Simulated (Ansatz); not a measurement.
## HBSi, singlet: vertical spin and charge gaps

Geometry (PBE0/def2-TZVP stationary point for this spin, not checked as a minimum):

```xyz
3

Si    0.0000    0.0000    1.6588
B     0.0000    0.0000   -0.2364
H     0.0000    0.0000   -1.4224
```

Basis 6-31G; Ansatz 0.2.0. Only valence electrons are correlated (noble-gas cores frozen). Prefix R: restricted or restricted open-shell reference. Active spaces: valence = (8e, 9o) chosen from the atoms' valence shells.

Gaps are energies of the second state less the first, at fixed atoms, for a selection of the levels run; each method lands on the state that its own search finds for that charge and spin.

The determinant of the HBSi singlet fills πx and πy unequally, so it is a mixture of Σ and Δ, which weighs on every level built on one determinant.

Removing an electron, to the doublet: 7.684 eV at full CI (singlet A1, doublet ion B1, in C2v).

By full CI's occupations no single determinant describes the singlet well.

| level | gap (eV) | error (meV) |
| --- | --- | --- |
| RHF | 6.920 | -764 |
| RMP2 | 7.533 | -151 |
| CISD | 7.458 | -226 |
| RCCSD | 7.558 | -126 |
| RCCSD(T) | 7.600 | -84 |
| BCCD(T) | 7.600 | -84 |
| RCCSDT* | 7.635 | -49 |
| CISDTQ | 7.645 | -39 |
| RCCSDT(Q)* | 7.672 | -12 |
| RCCSDTQ* | 7.682 | -2 |
| CASSCF (valence space) | 7.406 | -278 |
| NEVPT2 (valence space) | 7.596 | -88 |
| MRCISD (valence space) | 7.675 | -9 |
| MRCISD+Q (valence space) | 7.685 | 1 |

An asterisk marks runs whose energy the program itself flagged as in doubt.

Triplet less singlet: -0.633 eV at full CI (singlet A1, triplet A2, in C2v).

By full CI's occupations no single determinant describes the singlet well.

```
                   level  gap (eV)  error (meV)
                     RHF    -1.099         -466
                    RMP2    -0.849         -216
                    CISD    -0.812         -179
                   RCCSD    -0.720          -87
                RCCSD(T)    -0.708          -75
                 BCCD(T)    -0.708          -75
                 RCCSDT*    -0.678          -45
                  CISDTQ    -0.670          -37
              RCCSDT(Q)*    -0.645          -12
                RCCSDTQ*    -0.635           -2
  CASSCF (valence space)    -0.602           31
  NEVPT2 (valence space)    -0.624            9
  MRCISD (valence space)    -0.630            3
MRCISD+Q (valence space)    -0.631            2
```

Full CI is exact within this basis and frozen core; it isn't the basis-set limit.
